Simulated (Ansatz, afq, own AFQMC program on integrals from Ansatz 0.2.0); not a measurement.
**SiH2O, singlet: AFQMC among the cluster methods**

```yaml
atoms:
  - { symbol: Si, position_ang: [0.0000, -0.0600, 0.6085] }
  - { symbol: O, position_ang: [0.0000, 0.0672, -1.0440] }
  - { symbol: H, position_ang: [0.0000, 1.3837, 1.1198] }
  - { symbol: H, position_ang: [0.0000, -0.7768, -1.5033] }
```

Connectivity, by distances: SiH–OH.

Basis cc-pVDZ. Only valence electrons are correlated. Integrals, coupled cluster, full CI and functionals: Ansatz 0.2.0; the random walks run on the same integrals in our own AFQMC program. ph-AFQMC/CISD is guided by a CISD state made of CCSD amplitudes; releasing the constraint for a short imaginary time cuts its bias at the price of noise, slowly where states lie close. Free AFQMC starts from the CCSD state and is never constrained. Its projection time is finite, and what remains of the start isn't in its error. ± is one standard error of the sampling.

Determinant: RHF, the one that the program's search chose, which needn't be the lowest solution. The geometry is a point of a scan.

No full CI on the walks' own integrals is used here; CCSDT(Q) serves as the reference and is uncertain by about the last step of the cluster series.

Cautions: restricted determinant unstable towards unrestricted (UHF 29 meV lower, ⟨S²⟩ 0.22).

```
T1 diagnostic                               : 0.0178
weight of the determinant in the CISD state : 0.878
size of the correlated space                : 12 electrons in 36 orbitals
```

```
  level  correlation energy (eV)
    MP2                  -7.4639
   CCSD                  -8.1118
CCSD(T)                  -8.3083
```

**Question.** Estimate where free-projection AFQMC lies against CCSD(T) on the same integrals.

**Answer.** 1.01 ± 0.94 mEh below CCSD(T). The gap is under twice the noise, so this walk alone can't tell the two apart.

Reference: CCSDT(Q), correlation energy -8.349 eV. The released energy is read at 2.40 1/Eh (meV from the phaseless value at times in 1/Eh: 25 ± 18 at 0.24, 32 ± 17 at 0.51, 6 ± 20 at 0.99, 23 ± 21 at 1.62, 47 ± 18 at 2.40).

```tsv
level	E − E(reference) (mEh)	share of correlation (%)
CCSD(T)	1.50	99.51
CCSDT	0.86	99.72
ph-AFQMC/HF	-2.32 ± 3.01	100.76
ph-AFQMC/CISD	-1.16 ± 1.07	100.38
released AFQMC	0.58 ± 0.65	99.81
free AFQMC	0.49 ± 0.94	99.84
```

Free projections are given only where their last times agree within the noise and don't stop above the reference; a slow remainder of the start can still hide under it. A walk keeps the symmetry of its determinant, which the program's search chose and which needn't be the lowest solution, so a lower state of the same spin and another symmetry isn't excluded. Released energies are given only where the last usable release times agree within the noise; a slower fall can still hide under it.
